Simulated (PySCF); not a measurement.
SiF4, SMILES F[Si](F)(F)F. Atoms are numbered in the order given.

```xyz
5

F      0.9182     0.9182     0.9182
Si     0.0000     0.0000     0.0000
F     -0.9182     0.9182    -0.9182
F     -0.9182    -0.9182     0.9182
F      0.9182    -0.9182    -0.9182
```
Charge 0, spin multiplicity 1.

Geometry: ωB97X-D3(BJ)/def2-SVP. The isomer is the one that the SMILES or the coordinates give; other isomers of the formula were not compared.

Level of theory: PySCF with PBE0/def2-TZVP.

| Property | Result |
|---|---|
| total energy | -688.83421 hartree |
| point group | Td |
| highest occupied level | -12.76 eV |
| lowest empty level | 0.15 eV |
| orbital gap | 12.92 eV |
| dipole moment | 0.00 D |
| quadrupole, principal values (traceless, Buckingham form, about the centre of nuclear charge) | 0.00, 0.00, 0.00 D·Å |
| mean static polarisability | 20.6 bohr³ (3.06 Å³) |
| polarisability, principal values | 20.6, 20.6, 20.6 bohr³ |
